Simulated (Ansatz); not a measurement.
# AlPH+ (quintet): the correlation ladder, def2-QZVPP

An exercise on one series of results from a longer session: the logs are not shown, and one member is left open.

Method: def2-QZVPP, core rule «outside noble gas», up to 10 orbitals frozen; program: Ansatz 0.2.0, Gaussian basis.

To be run: UHF; ROHF; CCSD(T) on UHF.

### The system

The geometry is a PBE0/def2-TZVP stationary point (not a proven minimum) of the parent state, kept for this charge and spin.

3 atoms, charge 1, spin multiplicity 5.

Atoms are counted from 1 here; the program's logs count them from 0.

Bond lengths: Al1–P2 2.386 Å, Al1–H3 1.614 Å. Angles: P2–Al1–H3 114.3°.

As a file:

```csv
atom,x (Å),y (Å),z (Å)
Al1,0.0000,-0.1077,1.2377
P2,0.0000,0.0510,-1.1432
H3,0.0000,1.3154,1.9991
```

The first run:

File in.yaml:

```yaml
crystal:
  periodic: [false, false, false]
  atoms:
    - {symbol: Al, position_ang: [0.000000, -0.107696, 1.237712]}
    - {symbol: P, position_ang: [0.000000, 0.051009, -1.143237]}
    - {symbol: H, position_ang: [0.000000, 1.315423, 1.999097]}
basis:
  gaussian: {orbitals: "def2-QZVPP.json"}
total_charge: 1
magnetization: {spin_polarized: true, initial_magnetization: 4}
hamiltonian: {xc: hf}
output: {orbitals: {seedname: orbitals}}
```

Command:

```
> ansatz run in.yaml --threads 1 --pin off --events-out ev --progress --plain --max-ram 4096MiB --backend cpu
```

Steps of the session up to this table: UHF; ROHF; CCSD(T) on UHF.

One of the session's tables, all rows but one given; the rest of the session is left out.

It belongs to the step «Misses and costs». 

| method | from UCCSD(T) (kJ/mol) |
| --- | --- |
| ROHF | +451.6 |
| UHF | ? |
| UMP2 | +90.3 |
| UCCSD | +18.8 |
| UCCSD(T) | 0 |

**Question.** Estimate the row for UHF.

As computed: from UCCSD(T) (kJ/mol): +442.6. In the column «from UCCSD(T) (kJ/mol)» it lies between UMP2 (+90.3) and ROHF (+451.6).
